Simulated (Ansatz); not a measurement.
This Ansatz (a quantum-chemistry and plane-wave program) input (CCSD(T)/cc-pCVQZ) gives -76.36122 Eh with 144 basis functions. A basis named .json is the Basis Set Exchange file of that set (core-valence sets with the plain set on hydrogen).

Ansatz 0.2 input:
```yaml
crystal:
  periodic: [false, false, false]
  atoms:
    - {symbol: O, position_ang: [0.00702152, 0.00134342, 0.11666744]}
    - {symbol: H, position_ang: [-0.04995842, 0.75929218, -0.47415850]}
    - {symbol: H, position_ang: [-0.00621371, -0.77003954, -0.45918106]}
basis:
  gaussian:
    orbitals: cc-pCVQZ.json
magnetization: {spin_polarized: false}
correlation: {method: ccsd_t, electrons: outside_noble_gas}
```

Change:
```diff
- orbitals: cc-pCVQZ.json
+ orbitals: cc-pVDZ
```

Q: What does the run give now?

A: -76.24102 Eh (CCSD(T)/cc-pVDZ, 24 functions), a change of +120.20 mEh.
